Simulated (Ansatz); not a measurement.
Geometry optimisation, Ansatz, UKS PBE/def2-SVP.

Input:

```yaml
crystal:
  periodic: [false, false, false]
  atoms:
    - { symbol: Al, position_ang: [-2.4e-05, -0.43912, -0.42337] }
    - { symbol: H, position_ang: [-0.000182, -0.117836, 2.318687] }
    - { symbol: F, position_ang: [1.452222, 0.184548, -0.990316] }
    - { symbol: F, position_ang: [-1.452213, 0.184325, -0.990542] }
    - { symbol: H, position_ang: [0.000196, 0.188083, 2.975542] }
magnetization:
  spin_polarized: true
  initial_magnetization: 1
basis:
  gaussian: { orbitals: def2-SVP }
hamiltonian:
  xc: pbe
relax:
  f_tol: 0.03
  max_steps: 50
output:
  orbitals: {}
```

Launched with:

```bash
$ ansatz run input.yaml --threads 1 --pin off --max-ram 2048MiB --backend cpu --events-out ev --progress --plain --runs-dir out
```

Q: Where does it end, and by what steps?

A: The run converged. The force dipped under the threshold on the way, but the program's further checks kept it going. After 37 steps the energy has fallen by 0.102 eV; H5 moved furthest, 1.11 Å.

```tsv
step	energy less start (eV)	largest force component (eV/Å)	accepted
0	0.0000	1.681	yes
2	-0.0240	0.580	no
4	-0.0429	0.139	yes
6	-0.0453	0.039	yes
8	-0.0471	0.158	yes
10	-0.0509	0.202	yes
12	-0.0546	0.028	yes
14	-0.0504	0.722	no
16	-0.0600	0.035	yes
18	-0.0606	0.011	yes
20	-0.0609	0.051	yes
22	-0.0610	0.074	yes
24	-0.0538	0.788	no
26	-0.0631	0.264	yes
28	-0.0686	0.383	yes
30	-0.0826	0.247	yes
32	-0.1006	0.230	yes
34	-0.1016	0.048	yes
36	-0.0534	1.255	no
37	-0.1019	0.013	yes
```

```xyz
5
Properties=species:S:1:pos:R:3
Al -0.004 -0.559 -0.362
H -0.296 -0.090 2.109
F 1.380 0.400 -0.360
F -1.520 0.157 -0.463
H 0.440 0.092 1.965
```

Run time: 70 s on 1 thread of Arm Neoverse V2 (shared host), peak memory 0.12 GiB.
